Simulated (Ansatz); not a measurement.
```yaml
crystal:
  periodic: [false, false, false]
  atoms:
    - {symbol: Zr, position_ang: [0.000000, 0.000000, 0.000000]}
    - {symbol: S, position_ang: [0.000000, 0.000000, 2.500000]}
basis:
  gaussian: {orbitals: def2-TZVP}
total_charge: 1
magnetization: {spin_polarized: true, initial_magnetization: 3}
hamiltonian: {xc: pbe0}
relax: {f_tol: 0.004, max_steps: 80}
```

```sh
$ ansatz run in.yaml --threads 1 --pin off --events-out ev --progress --plain --max-ram 2176MiB
```

Steps of the relaxation (energy above the last step; positions in Å, forces in eV/Å):

```
2
step 1, 174.8 meV
Zr    0.000    0.000    0.000    0.000    0.000    1.918
S     0.000    0.000    2.500    0.000    0.000   -1.918
```

```
2
step 2, 129.9 meV
Zr    0.000    0.000    0.140    0.000    0.000   -2.396
S     0.000    0.000    2.360    0.000    0.000    2.396
```

```
2
step 3, 0.4 meV
Zr    0.000    0.000    0.085    0.000    0.000   -0.116
S     0.000    0.000    2.415    0.000    0.000    0.116
```

```
2
step 5, 0.0 meV
Zr    0.000    0.000    0.082    0.000    0.000    0.001
S     0.000    0.000    2.418    0.000    0.000   -0.001
```

Close pairs at the end: Zr1–S2 2.337 Å.

A stationary point of unrestricted PBE0 after 5 steps, with ⟨S²⟩ = 3.757 against 3.75 for a pure state. 77 s on 1 thread of Arm Neoverse V2, shared host.
